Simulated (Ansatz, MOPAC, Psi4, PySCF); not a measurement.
Gas-phase reaction in SMILES: N#C (CHN) [formonitrile] + H+ → C#[NH+] (at N, the best of the heteroatom sites tried; carbon was not tried)

Wanted: proton affinity (enthalpy at 298 K), in kcal/mol. Positive where the reaction releases energy. Conventions: 6-31G* and kin with 6d, 5d where marked; dispersion terms only where a functional's name holds one; non-relativistic; no spin-orbit coupling; LANL2DZ all-electron up to Ne; 6-311+G** with 5d; valence correlation only. CBS(X,Y): correlation extrapolated as X^-3; Hartree-Fock from the larger set. Ab initio and DFT rows: single points at B3LYP-D3(BJ) geometries (Ansatz, a quantum-chemistry and plane-wave program), with unscaled harmonic terms from B3LYP/6-31G* at its own minima. Semi-empirical rows: MOPAC heats of formation at their own minima for 298 K, the proton's as measured.

Coupled cluster (Ansatz) is a level with limits of its own, used here on species with T1 under 0.025 (0.045 for open shells) and stable references: CCSD(T)/CBS(cc-pVTZ,cc-pVQZ).

Value to compare with, CCSD(T)/CBS(cc-pVTZ,cc-pVQZ) (Ansatz): 170.0 kcal/mol.

| level | program | proton affinity (enthalpy at 298 K) (kcal/mol) | difference |
|---|---|---|---|
| PM6 | MOPAC | 185.1 | 15.1 |
| HF/STO-3G | Ansatz | 195.2 | 25.2 |
| HF/6-31G* | Ansatz | 172.2 | 2.2 |
| SVWN5/6-31G* | Ansatz | 166.4 | -3.6 |
| PBE/6-31G* | Ansatz | 169.4 | -0.6 |
| PBE/def2-SVP | Ansatz | 171.7 | 1.7 |
| BP86/6-31G* (5d) | PySCF | 169.8 | -0.2 |
| B3LYP/6-31G* | Ansatz | 170.1 | 0.1 |
| PBE0/6-311+G** | Ansatz | 170.2 | 0.2 |
| M06-2X/6-31G* (5d) | PySCF | 168.3 | -1.7 |
| wB97X-D/6-311+G** | Psi4 | 171.6 | 1.6 |
| MP2/LANL2DZ | Ansatz | 173.0 | 3.0 |
| MP2/6-31G* | Ansatz | 167.5 | -2.5 |
| r2SCAN-D4/def2-TZVPD | Ansatz + dftd4 | 170.1 | 0.1 |
| B3LYP/def2-TZVPD | Ansatz | 170.0 | 0.0 |

Among the 13 habitual levels, HF/STO-3G lies farthest from CCSD(T)/CBS(cc-pVTZ,cc-pVQZ) (Ansatz) (25.2 kcal/mol); 8 of 13 lie above it, and their mean absolute difference is 4.4 kcal/mol, the median 1.7. One case shows no general order.

The levels are drawn from those run, B3LYP/6-31G* more often than the rest, none by its result; runs whose electronic state is in doubt are left out.
